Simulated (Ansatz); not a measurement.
# PH₂+ (triplet): the correlation ladder at a displaced geometry (v1), cc-pVTZ

How much of the correlation energy of PH₂+ (triplet) does each wave-function method recover here?

The runs use Ansatz 0.2.0, Gaussian basis; cc-pVTZ, core rule «outside noble gas», up to 5 orbitals frozen.

The runs, in order: UHF; CCSD(T) on ROHF; CCSD(T) on UHF; BCCD(T) on ROHF; CISD as a restricted active space (open shells left free, so some higher excitations enter); CCSDT(Q) on ROHF; CCSDT(Q) on UHF; CASSCF and MRCISD+Q, 6 electrons in 6 orbitals; CASSCF and NEVPT4(SD), 6 electrons in 6 orbitals; CASSCF and NEVPT2, 6 electrons in 6 orbitals.

15 further runs of the same task are left out: 6 that didn't finish, 9 set aside as unsound or not needed. Runs told in other sessions of the task aren't counted.

### Step 1. The geometry

The geometry is a PBE0/def2-TZVP stationary point (not a proven minimum) with its atoms shifted at random (size 0.040 Å).

3 atoms, charge 1, spin multiplicity 3.

Atoms are counted from 1 here; the program's logs count them from 0.

Bond lengths: P1–H2 1.418 Å, P1–H3 1.392 Å. Angles: H2–P1–H3 120.4°.

In the tables R marks a restricted open-shell determinant and U an unrestricted one; 'valence' is the active space of 6 electrons in 6 orbitals; energies count from the table's Hartree-Fock row.

### Step 2. UHF

Input file in.yaml:

```yaml
crystal:
  periodic: [false, false, false]
  atoms:
    - {symbol: P, position_ang: [-0.001415, -0.042639, 0.001983]}
    - {symbol: H, position_ang: [-0.002248, 0.625484, -1.248888]}
    - {symbol: H, position_ang: [0.045716, 0.684794, 1.187935]}
basis:
  gaussian: {orbitals: cc-pVTZ}
total_charge: 1
magnetization: {spin_polarized: true, initial_magnetization: 2}
hamiltonian: {xc: hf}
output: {orbitals: {seedname: orbitals}}
```

Command:

```sh
ansatz run in.yaml --threads 1 --pin off --events-out ev --progress --plain --max-ram 2393MiB
```

The program printed:

```text
Functional definition: HF
  name "HF"
  cite "Fock, Z. Phys. 61, 126 (1930) doi:10.1007/BF01340294"
  parent pbe
  exchange = exact_x
  correlation = 0
478 factors; their error is unknown
mean field evaluation 1: about -9292.8827 eV, gradient 7.5e0 eV
mean field evaluation 2: about -9293.4001 eV, gradient 2.7e0 eV
mean field evaluation 4: about -9293.5162 eV, gradient 2.9e-1 eV
mean field evaluation 8: about -9293.5182 eV, gradient 3.5e-2 eV
mean field evaluation 16: about -9293.8722 eV, gradient 1.5e-5 eV
mean field -9293.87220359 eV, -341.5435038690 hartree, gradient 1.5e-5 eV, S^2 2.008468; 0 other end points of the search recorded, 0 dependent functions left out
reference -9293.87220359 eV, -341.5435038690 hartree; 9, 7 occupied and 53, 55 virtual orbitals, 478 factors
Total energy: -9293.87220359 eV, -341.5435038690 hartree
```

Run time: 0.21 s. Hardware: 1 thread of Arm Neoverse V1, shared host.

From the report: ⟨S²⟩ of the determinant 2.008 (pure triplet: 2.00).

### Step 3. CCSD(T) on ROHF

in.yaml, as its differences from that of step 2:

```diff
@@ -9,4 +9,3 @@
 total_charge: 1
-magnetization: {spin_polarized: true, initial_magnetization: 2}
-hamiltonian: {xc: hf}
-output: {orbitals: {seedname: orbitals}}
+magnetization: {spin_polarized: false, initial_magnetization: 2}
+correlation: {method: ccsd_t, electrons: outside_noble_gas}
```

Same command.

The program printed (excerpt; [...] marks lines left out):

```text
Functional definition: HF
  name "HF"
  cite "Fock, Z. Phys. 61, 126 (1930) doi:10.1007/BF01340294"
  parent pbe
[...]
340 factors; integrals over basis functions are off by at most 1.0e-3 eV
[...]
mean field -9293.78662827 eV, -341.5403590339 hartree, gradient 3.2e-6 eV, S^2 2.000000; 0 other end points of the search recorded, 0 dependent functions left out
5 core orbitals not correlated: weight in the atoms' cores, before any rotation towards them, 1.000 or more for the frozen orbitals, at most 0.000 for the correlated occupied ones
reference -9293.78662827 eV, -341.5403590339 hartree; 4, 2 occupied and 53, 55 virtual orbitals, 340 factors
second order -2.77723016 eV of doubles, -0.05104563 eV of singles
cycle   1  -3.27485562 eV  change   -4.5e-1 eV  update   5.0e-2
[...]
cycle  10  -3.45903103 eV  change   -3.2e-6 eV  update   4.3e-6
perturbative correction -0.10051505 eV, -0.0036938600 hartree
Total energy: -9297.34617435 eV, -341.6711699398 hartree
```

Run time: 1.1 s. Hardware: 1 thread of Arm Neoverse V1, shared host.

From the report: correlation -3.5595 eV; T1 0.022; largest double amplitude 0.04.

### Step 4. CCSD(T) on UHF

in.yaml, as its differences from that of step 3:

```diff
@@ -9,3 +9,3 @@
 total_charge: 1
-magnetization: {spin_polarized: false, initial_magnetization: 2}
+magnetization: {spin_polarized: true, initial_magnetization: 2}
 correlation: {method: ccsd_t, electrons: outside_noble_gas}
```

The command is unchanged.

The program printed (excerpt; [...] marks lines left out):

```text
Functional definition: HF
  name "HF"
  cite "Fock, Z. Phys. 61, 126 (1930) doi:10.1007/BF01340294"
  parent pbe
[...]
340 factors; integrals over basis functions are off by at most 1.0e-3 eV
[...]
mean field -9293.87244202 eV, -341.5435126313 hartree, gradient 5.9e-6 eV, S^2 2.008468; 0 other end points of the search recorded, 0 dependent functions left out
5 core orbitals not correlated: weight in the atoms' cores, before any rotation towards them, 1.000 or more for the frozen orbitals, at most 0.000 for the correlated occupied ones
reference -9293.87244202 eV, -341.5435126313 hartree; 4, 2 occupied and 53, 55 virtual orbitals, 340 factors
second order -2.74455830 eV of doubles, -0.00000000 eV of singles
cycle   1  -3.18926349 eV  change   -4.4e-1 eV  update   5.0e-2
[...]
cycle  10  -3.37667330 eV  change   -3.4e-6 eV  update   4.2e-6
perturbative correction -0.09889775 eV, -0.0036344251 hartree
Total energy: -9297.34801307 eV, -341.6712375114 hartree
```

Wall time 1.7 s (1 thread of Arm Neoverse V1, shared host).

From the report: ⟨S²⟩ of the determinant 2.008 (pure triplet: 2.00); correlation -3.4756 eV; T1 0.016; largest double amplitude 0.04.

### Step 5. BCCD(T) on ROHF

in.yaml, as its differences from that of step 4:

```diff
@@ -9,3 +9,3 @@
 total_charge: 1
-magnetization: {spin_polarized: true, initial_magnetization: 2}
-correlation: {method: ccsd_t, electrons: outside_noble_gas}
+magnetization: {spin_polarized: false, initial_magnetization: 2}
+correlation: {method: bccd_t, electrons: outside_noble_gas}
```

Same command.

The program printed (excerpt; [...] marks lines left out):

```text
Functional definition: HF
  name "HF"
  cite "Fock, Z. Phys. 61, 126 (1930) doi:10.1007/BF01340294"
  parent pbe
[...]
340 factors; integrals over basis functions are off by at most 1.0e-3 eV
[...]
mean field -9293.78662827 eV, -341.5403590339 hartree, gradient 3.2e-6 eV, S^2 2.000000; 0 other end points of the search recorded, 0 dependent functions left out
5 core orbitals not correlated: weight in the atoms' cores, before any rotation towards them, 1.000 or more for the frozen orbitals, at most 0.000 for the correlated occupied ones
reference -9293.78662827 eV, -341.5403590339 hartree; 4, 2 occupied and 53, 55 virtual orbitals, 340 factors
second order -2.77723016 eV of doubles, -0.05104563 eV of singles
cycle   1  -3.28811672 eV  change   -4.6e-1 eV  update   5.0e-2
[...]
cycle  10  -3.45680517 eV  change   -5.3e-6 eV  update   5.1e-6
perturbative correction -0.10302749 eV, -0.0037861904 hartree
Total energy: -9297.34646092 eV, -341.6711804712 hartree
```

Run time: 2.8 s. Hardware: 1 thread of Arm Neoverse V1, shared host.

From the report: correlation -3.5598 eV; largest double amplitude 0.04.

### Step 6. CISD as a restricted active space (open shells left free, so some higher excitations enter)

in.yaml, as its differences from that of step 5:

```diff
@@ -10,2 +10,2 @@
 magnetization: {spin_polarized: false, initial_magnetization: 2}
-correlation: {method: bccd_t, electrons: outside_noble_gas}
+correlation: {active_space: {ras: {orbitals: [2, 2, 53], electrons: 6, max_holes: 2, max_particles: 2}, fixed_orbitals: true}}
```

The command is unchanged.

The program printed:

```text
Functional definition: HF
  name "HF"
  cite "Fock, Z. Phys. 61, 126 (1930) doi:10.1007/BF01340294"
  parent pbe
  exchange = exact_x
  correlation = 0
340 factors; integrals over basis functions are off by at most 1.0e-3 eV
mean field evaluation 1: about -9293.1825 eV, gradient 8.5e0 eV
mean field evaluation 2: about -9293.1868 eV, gradient 8.5e0 eV
mean field evaluation 4: about -9293.7760 eV, gradient 7.8e-1 eV
mean field evaluation 8: about -9293.7866 eV, gradient 1.0e-3 eV
mean field -9293.78662827 eV, -341.5403590339 hartree, gradient 3.2e-6 eV, S^2 2.000000; 0 other end points of the search recorded, 0 dependent functions left out
reference -9293.78662827 eV, -341.5403590339 hartree; 9, 7 occupied and 53, 55 virtual orbitals, 340 factors
state -9297.17064211 eV, -341.6647192489 hartree
Total energy: -9297.17064211 eV, -341.6647192489 hartree
```

It took 1.9 s on 1 thread of Arm Neoverse V1, shared host.

From the report: 56,464 determinants.

### Step 7. CCSDT(Q) on ROHF

in.yaml, as its differences from that of step 6:

```diff
@@ -10,2 +10,2 @@
 magnetization: {spin_polarized: false, initial_magnetization: 2}
-correlation: {active_space: {ras: {orbitals: [2, 2, 53], electrons: 6, max_holes: 2, max_particles: 2}, fixed_orbitals: true}}
+correlation: {method: ccsdt_q, electrons: outside_noble_gas}
```

Launched as before.

The program printed (excerpt; [...] marks lines left out):

```text
Functional definition: HF
  name "HF"
  cite "Fock, Z. Phys. 61, 126 (1930) doi:10.1007/BF01340294"
  parent pbe
[...]
708 factors; integrals over basis functions are off by at most 1.9e-7 eV
[...]
mean field -9293.78662786 eV, -341.5403590189 hartree, gradient 3.0e-6 eV, S^2 2.000000; 0 other end points of the search recorded, 0 dependent functions left out
5 core orbitals not correlated: weight in the atoms' cores, before any rotation towards them, 1.000 or more for the frozen orbitals, at most 0.000 for the correlated occupied ones
reference -9293.78662786 eV, -341.5403590189 hartree; 4, 2 occupied and 53, 55 virtual orbitals, 708 factors
second order -2.77724071 eV of doubles, -0.05104562 eV of singles
cycle   1  -3.27484652 eV  change   -4.5e-1 eV  update   5.6e-2
[...]
cycle  15  -3.58183563 eV  change    1.4e-7 eV  update   1.3e-7
perturbative correction -0.00216596 eV, -0.0000795976 hartree
Total energy: -9297.37062945 eV, -341.6720686480 hartree
```

It took 32 s on 1 thread of Arm Neoverse V1, shared host; peak memory 0.42 GiB.

From the report: correlation -3.5840 eV; T1 0.023; largest double amplitude 0.04.

### Step 8. CCSDT(Q) on UHF

in.yaml, as its differences from that of step 7:

```diff
@@ -9,3 +9,3 @@
 total_charge: 1
-magnetization: {spin_polarized: false, initial_magnetization: 2}
+magnetization: {spin_polarized: true, initial_magnetization: 2}
 correlation: {method: ccsdt_q, electrons: outside_noble_gas}
```

The command is unchanged.

The program printed (excerpt; [...] marks lines left out):

```text
Functional definition: HF
  name "HF"
  cite "Fock, Z. Phys. 61, 126 (1930) doi:10.1007/BF01340294"
  parent pbe
[...]
708 factors; integrals over basis functions are off by at most 1.9e-7 eV
[...]
mean field -9293.87244162 eV, -341.5435126166 hartree, gradient 3.2e-6 eV, S^2 2.008468; 0 other end points of the search recorded, 0 dependent functions left out
5 core orbitals not correlated: weight in the atoms' cores, before any rotation towards them, 1.000 or more for the frozen orbitals, at most 0.000 for the correlated occupied ones
reference -9293.87244162 eV, -341.5435126166 hartree; 4, 2 occupied and 53, 55 virtual orbitals, 708 factors
second order -2.74456858 eV of doubles, -0.00000000 eV of singles
cycle   1  -3.18925458 eV  change   -4.4e-1 eV  update   5.5e-2
[...]
cycle  15  -3.49791881 eV  change    1.2e-7 eV  update   1.3e-7
perturbative correction -0.00219986 eV, -0.0000808432 hartree
Total energy: -9297.37256029 eV, -341.6721396051 hartree
```

Wall time 29 s (1 thread of Arm Neoverse V1, shared host); peak memory 0.39 GiB.

From the report: ⟨S²⟩ of the determinant 2.008 (pure triplet: 2.00); correlation -3.5001 eV; T1 0.017; largest double amplitude 0.04.

### Step 9. CASSCF and MRCISD+Q, 6 electrons in 6 orbitals

in.yaml, as its differences from that of step 8:

```diff
@@ -9,3 +9,3 @@
 total_charge: 1
-magnetization: {spin_polarized: true, initial_magnetization: 2}
-correlation: {method: ccsdt_q, electrons: outside_noble_gas}
+magnetization: {spin_polarized: false, initial_magnetization: 2}
+correlation: {method: fic_mrcisd_q, electrons: outside_noble_gas, active_space: {window: {electrons: 6, orbitals: 6}, shells: [{species: H, l: s, shell: 1}, {species: P, l: s, shell: 3}, {species: P, l: p, shell: 3}]}}
```

The command is unchanged.

The program printed (excerpt; [...] marks lines left out):

```text
Functional definition: HF
  name "HF"
  cite "Fock, Z. Phys. 61, 126 (1930) doi:10.1007/BF01340294"
  parent pbe
[...]
708 factors; integrals over basis functions are off by at most 1.9e-7 eV
[...]
mean field -9293.78662786 eV, -341.5403590189 hartree, gradient 3.0e-6 eV, S^2 2.000000; 0 other end points of the search recorded, 0 dependent functions left out
reference -9293.78662786 eV, -341.5403590189 hartree; 9, 7 occupied and 53, 55 virtual orbitals, 708 factors
state -9294.70630236 eV, -341.5741564334 hartree
contracted CI cycle   1: correlation 0.00000000 eV, 0.0000000000 hartree, residual 1.35e1 eV
contracted CI cycle   2: correlation -2.40337063 eV, -0.0883222417 hartree, residual 2.91e0 eV
contracted CI cycle   3: correlation -2.50958575 eV, -0.0922255753 hartree, residual 6.68e-1 eV
contracted CI cycle   4: correlation -2.51486763 eV, -0.0924196808 hartree, residual 1.64e-1 eV
contracted CI cycle   5: correlation -2.51516500 eV, -0.0924306087 hartree, residual 4.12e-2 eV
contracted CI cycle   6: correlation -2.51518499 eV, -0.0924313435 hartree, residual 1.14e-2 eV
contracted CI cycle   7: correlation -2.51518663 eV, -0.0924314040 hartree, residual 3.25e-3 eV
contracted CI cycle   8: correlation -2.51518676 eV, -0.0924314087 hartree, residual 9.03e-4 eV
state -9294.70630236 eV, -341.5741564334 hartree; corrected -9297.33806876 eV, -341.6708720648 hartree
Total energy: -9297.33806876 eV, -341.6708720648 hartree
Checks for a lower state left out: starts, orbital_swaps
```

Wall time 1.5 s (1 thread of Arm Neoverse V1, shared host).

From the report: 200 determinants; active occupations 1.98, 1.97, 1.00, 1.00, 0.03, 0.02.

### Step 10. CASSCF and NEVPT4(SD), 6 electrons in 6 orbitals

Input file in.yaml:

```yaml
crystal:
  periodic: [false, false, false]
  atoms:
    - {symbol: P, position_ang: [-0.001415, -0.042639, 0.001983]}
    - {symbol: H, position_ang: [-0.002248, 0.625484, -1.248888]}
    - {symbol: H, position_ang: [0.045716, 0.684794, 1.187935]}
basis:
  gaussian: {orbitals: cc-pVTZ}
total_charge: 1
magnetization: {spin_polarized: false, initial_magnetization: 2}
correlation: {method: fic_nevpt4_sd, electrons: outside_noble_gas, active_space: {window: {electrons: 6, orbitals: 6}, shells: [{species: H, l: s, shell: 1}, {species: P, l: s, shell: 3}, {species: P, l: p, shell: 3}]}}
```

Launched as before.

The program printed:

```text
Functional definition: HF
  name "HF"
  cite "Fock, Z. Phys. 61, 126 (1930) doi:10.1007/BF01340294"
  parent pbe
  exchange = exact_x
  correlation = 0
708 factors; integrals over basis functions are off by at most 1.9e-7 eV
mean field evaluation 1: about -9293.1844 eV, gradient 8.5e0 eV
mean field evaluation 2: about -9293.1866 eV, gradient 8.5e0 eV
mean field evaluation 4: about -9293.7763 eV, gradient 7.8e-1 eV
mean field evaluation 8: about -9293.7866 eV, gradient 9.9e-4 eV
mean field -9293.78662786 eV, -341.5403590189 hartree, gradient 3.0e-6 eV, S^2 2.000000; 0 other end points of the search recorded, 0 dependent functions left out
reference -9293.78662786 eV, -341.5403590189 hartree; 9, 7 occupied and 53, 55 virtual orbitals, 708 factors
state -9294.70630236 eV, -341.5741564334 hartree
state -9294.70630236 eV, -341.5741564334 hartree; corrected -9297.24942074 eV, -341.6676143102 hartree
Total energy: -9297.24942074 eV, -341.6676143102 hartree
Checks for a lower state left out: starts, orbital_swaps
```

It took 1.4 s on 1 thread of Arm Neoverse V1, shared host.

From the report: 200 determinants; active occupations 1.98, 1.97, 1.00, 1.00, 0.03, 0.02.

### Step 11. CASSCF and NEVPT2, 6 electrons in 6 orbitals

Input file in.yaml:

```yaml
crystal:
  periodic: [false, false, false]
  atoms:
    - {symbol: P, position_ang: [-0.001415, -0.042639, 0.001983]}
    - {symbol: H, position_ang: [-0.002248, 0.625484, -1.248888]}
    - {symbol: H, position_ang: [0.045716, 0.684794, 1.187935]}
basis:
  gaussian: {orbitals: cc-pVTZ}
total_charge: 1
magnetization: {spin_polarized: false, initial_magnetization: 2}
correlation: {method: sc_nevpt2, electrons: outside_noble_gas, active_space: {window: {electrons: 6, orbitals: 6}, shells: [{species: H, l: s, shell: 1}, {species: P, l: s, shell: 3}, {species: P, l: p, shell: 3}]}}
```

Launched as before.

The program printed:

```text
Functional definition: HF
  name "HF"
  cite "Fock, Z. Phys. 61, 126 (1930) doi:10.1007/BF01340294"
  parent pbe
  exchange = exact_x
  correlation = 0
708 factors; integrals over basis functions are off by at most 1.9e-7 eV
mean field evaluation 1: about -9293.1844 eV, gradient 8.5e0 eV
mean field evaluation 2: about -9293.1866 eV, gradient 8.5e0 eV
mean field evaluation 4: about -9293.7763 eV, gradient 7.8e-1 eV
mean field evaluation 8: about -9293.7866 eV, gradient 9.9e-4 eV
mean field -9293.78662786 eV, -341.5403590189 hartree, gradient 3.0e-6 eV, S^2 2.000000; 0 other end points of the search recorded, 0 dependent functions left out
reference -9293.78662786 eV, -341.5403590189 hartree; 9, 7 occupied and 53, 55 virtual orbitals, 708 factors
state -9294.70630236 eV, -341.5741564334 hartree
state -9294.70630236 eV, -341.5741564334 hartree; corrected -9296.65368690 eV, -341.6457214953 hartree
Total energy: -9296.65368690 eV, -341.6457214953 hartree
Checks for a lower state left out: starts, orbital_swaps
```

It took 0.88 s on 1 thread of Arm Neoverse V1, shared host.

From the report: 200 determinants; active occupations 1.98, 1.97, 1.00, 1.00, 0.03, 0.02.

### Step 12. Natural occupations

Natural occupations of the CASSCF valence state about the gap (report; correlated orbitals 1 to 6): 1.982, 1.969, 1.002, 1.000, 0.029, 0.018. The count of effectively unpaired electrons, Σ n²(2 − n)², is 2.01; a single determinant of this spin has 2.

### Step 13. All levels against the top one

The yardstick is UCCSDT(Q), where the cluster series has nearly closed. Rows without a time are mean-field rows or come out of runs for another level: lower rungs of the coupled-cluster runs, CASSCF and MRCISD of the multireference runs, or the Hartree-Fock search.

Differences are taken before rounding.

| method | energy from the lowest ROHF (meV) | from UCCSDT(Q) (meV) | time |
| --- | --- | --- | --- |
| ROHF | 0.0 | +3585.9 |  |
| UHF | -85.8 | +3500.1 |  |
| RMP2 | -2828.3 | +757.7 |  |
| UMP2 | -2830.4 | +755.6 |  |
| CISD | -3384.0 | +201.9 | 1.9 s |
| RCCSD | -3459.0 | +126.9 |  |
| UCCSD | -3462.5 | +123.4 |  |
| RCCSD(T) | -3559.5 | +26.4 | 1.1 s |
| UCCSD(T) | -3561.4 | +24.5 | 1.7 s |
| BCCD(T) | -3559.8 | +26.1 | 2.8 s |
| RCCSDT | -3581.8 | +4.1 |  |
| UCCSDT | -3583.7 | +2.2 |  |
| RCCSDT(Q) | -3584.0 | +1.9 | 32 s |
| UCCSDT(Q) | -3585.9 | 0 | 29 s |
| CASSCF valence | -919.7 | +2666.3 |  |
| NEVPT2 valence | -2867.1 | +718.9 | 0.88 s |
| NEVPT4(SD) valence | -3462.8 | +123.1 | 1.4 s |
| MRCISD valence | -3434.9 | +151.1 |  |
| MRCISD+Q valence | -3551.4 | +34.5 | 1.5 s |

Among the levels timed on like hardware and quicker than the yardstick, those that no quicker one beats, quickest first: NEVPT2 valence (0.88 s, +718.9 meV); RCCSD(T) (1.1 s, +26.4 meV); UCCSD(T) (1.7 s, +24.5 meV).

### Step 14. Outcome

| quantity | value |
| --- | --- |
| UCCSDT(Q) from the ROHF energy | -3.5859 eV |
| RMP2 from UCCSDT(Q) | +757.7 meV |
| UMP2 from UCCSDT(Q) | +755.6 meV |
| RCCSD from UCCSDT(Q) | +126.9 meV |
| RCCSD(T) from UCCSDT(Q) | +26.4 meV |
| UCCSD(T) from UCCSDT(Q) | +24.5 meV |
| RCCSDT(Q) from UCCSDT(Q) | +1.9 meV |
| NEVPT2 valence from UCCSDT(Q) | +718.9 meV |
| NEVPT4(SD) valence from UCCSDT(Q) | +123.1 meV |
| MRCISD+Q valence from UCCSDT(Q) | +34.5 meV |
| levels within 1 kcal/mol (43 meV) | RCCSD(T), UCCSD(T), BCCD(T), RCCSDT, UCCSDT, RCCSDT(Q), MRCISD+Q valence |
| T1 diagnostic | 0.022 |
| effectively unpaired electrons | 2.01 |

**Reading.** RCCSD(T) misses by +26.4 meV, 0.7 % of the correlation energy. One determinant dominates. Of the multireference levels listed MRCISD+Q valence comes nearest in total energy (+34.5 meV), which doesn't show that its space is the better one. These misses are within one basis, not against nature; the frozen cores of restricted and unrestricted runs differ, which can shift their rows.

With open shells the CI space here admits some higher excitations, so it is larger than plain CISD.

For cost: UCCSD(T) gets within 24.5 meV in 1.7 s, where UCCSDT(Q) took 29 s; the quickest level in the cost chart, NEVPT2 valence, takes 0.88 s and misses by 718.9 meV.
